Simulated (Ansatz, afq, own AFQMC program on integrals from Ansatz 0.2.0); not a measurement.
## CN, quartet: AFQMC among the cluster methods

```xyz
2

N     0.0000    0.0000    0.0000
C     0.0000    0.0000    1.3395
```

Basis 6-31G. Noble-gas cores (and the filled d shells of Ga–Kr and In–Xe) are frozen. Ansatz 0.2.0 and our own AFQMC program on the same integrals; the CISD trial comes from CCSD amplitudes, and released means the phaseless constraint is let go. Error bars are statistical, one sigma.

Determinant: UHF, the one that the program's search chose, which needn't be the lowest solution. The geometry is a point of a scan.

Full CI on the same integrals is exact in this basis and with this determinant's frozen core.

Cautions: lower spins were not checked; strong correlation (T1 0.087, weight of the determinant 0.64, largest double 0.44); (T) is large, 8 % of the CCSD correlation; unrestricted determinant spin contaminated (⟨S²⟩ 4.18 against 3.75); CCSD(T) is in doubt: in a space of 9 electrons in 9 natural orbitals full CI lies 85 meV below it; the CCSDT(Q) amplitudes may be one of several solutions (largest double 1.01); the CCSDTQ amplitudes may be one of several solutions (largest double 1.04); the released energies are still falling, so no released level is given (meV from the phaseless value at times in 1/Eh: -21 ± 7 at 0.24, -25 ± 6 at 0.51, -46 ± 6 at 0.99, -56 ± 6 at 1.62, -52 ± 12 at 2.40); the ph-AFQMC/CISD walk drifts between its halves (2.5 errors); the determinant fills πx and πy unequally, so it mixes two states of the linear molecule, and each level undoes that mixture to a different degree, while full CI gives the lower state.

* T1 diagnostic: 0.0868
* weight of the determinant in the CISD state: 0.645
* ⟨S²⟩ of the determinant: 4.177
* size of the correlated space: 9 electrons in 16 orbitals

Reference: full CI, correlation energy -4.853 eV. The cautions show a poor starting determinant, so the rows tell how each method copes with it here, and full CI is the sure value.

```csv
level,E − E(reference) (kJ/mol),share of correlation (%)
HF,468.2,0.00
MP2,200.8,57.12
CCSD,56.5,87.94
CCSD(T),23.7,94.95
CCSDT,2.7,99.42
CCSDT(Q),-4.3,100.92
CCSDTQ,0.2,99.96
ph-AFQMC/HF,42.9 ± 2.3,90.84
ph-AFQMC/CISD,17.9 ± 0.6,96.18
```

CCSDT and higher add their correlation energy to the determinant of the CCSD(T) run, since their own runs factorise the integrals more tightly (a shift of under 2 meV).
